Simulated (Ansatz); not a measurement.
1T (CdI2-type) PdTe2 was calculated with LDA (Ansatz, a program for electronic structure, plane waves, PAW).

Numerical settings: plane-wave cutoff 500 eV, 12×12×8 k mesh (along the axes of the cell as run), Fermi–Dirac smearing 0.05 eV, scalar-relativistic PAW data made under PBE.

Computed at the level's own relaxed cell.

Problem. Predict the volume per atom, lattice parameter a and c axis length.

Solution. 
* **volume per atom**: 23.36 Å³/atom
* **lattice parameter a**: 4.010 Å
* **c axis length**: 5.034 Å

Spin–orbit coupling is not included.

Static lattice: no zero-point or thermal effects.

It cost very roughly 60 core-seconds of CPU time.
